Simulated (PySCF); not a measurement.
CH₂O₂, SMILES O=CO. Heavy atoms are numbered as in [OH:1][CH:2]=[O:3]. Hydrogens are named by the atom that carries them.

Geometry: PBE0-D3(BJ)/def2-TZVP. One conformer was computed; it need not be the lowest.

The numbers are results of PySCF with PBE/pcSseg-2, not measurements.

GIAO shieldings, no solvent; atoms alike by connectivity are averaged. δ = σ(ref) − σ: ¹⁷O against H2O (σ = 327.5 ppm); ¹³C against TMS (σ = 181.4 ppm); ¹H against TMS (σ = 31.47 ppm), references at their B3LYP-D3(BJ)/def2-TZVP geometries, non-relativistic.

Computed chemical shifts:
```json
[
 {"nucleus": "¹⁷O", "atoms": "O3", "count": "1", "δ (ppm)": "432.0"},
 {"nucleus": "¹⁷O", "atoms": "O1 (OH)", "count": "1", "δ (ppm)": "224.5"},
 {"nucleus": "¹³C", "atoms": "C2 (CH)", "count": "1", "δ (ppm)": "165.0"},
 {"nucleus": "¹H", "atoms": "H on C2", "count": "1", "δ (ppm)": "8.11"},
 {"nucleus": "¹H", "atoms": "H on O1", "count": "1", "δ (ppm)": "6.05"}
]
```
